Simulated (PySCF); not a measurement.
## Running PySCF for NaP

The script input.py:

```python
from pyscf import gto, dft

mol = gto.M(
    atom='Na 0 0 0; P 0 0 2.376',
    basis='cc-pvdz-dk',
    charge=0,
    spin=2,
    verbose=3,
)
mf = dft.UKS(mol, xc='lc_wpbe')
mf = mf.sfx2c1e()
mf.kernel()
mf.dip_moment()
print('orbital energies (hartree):', [e[max(0, n-3):n+3].round(4) for e, n in zip(mf.mo_energy, mol.nelec)])
```

```bash
$ OMP_NUM_THREADS=1 python input.py
```

It prints (some set-up lines and the per-cycle HOMO/LUMO lines with their warnings removed):

```
converged SCF energy = -504.432770721985  <S^2> = 2.0070669  2S+1 = 3.0047076
Dipole moment(X, Y, Z, Debye): -0.00000, -0.00000, -7.44758
orbital energies (hartree): [array([-0.3006, -0.3006, -0.2738, -0.0077,  0.0385,  0.0385]), array([-1.2566, -0.5526, -0.2476, -0.0067,  0.0156,  0.0156])]
```

In short: E(SCF) = -504.432771 Eh, ⟨S²⟩ = 2.007, μz(SCF) = -7.45 D.

Hardware: Intel Xeon Platinum 8259CL @ 2.50GHz, 1 thread, shared host. Wall time 7.8 s.

The bond length is a typed value, not an optimised one. No search for the lowest solution was made.
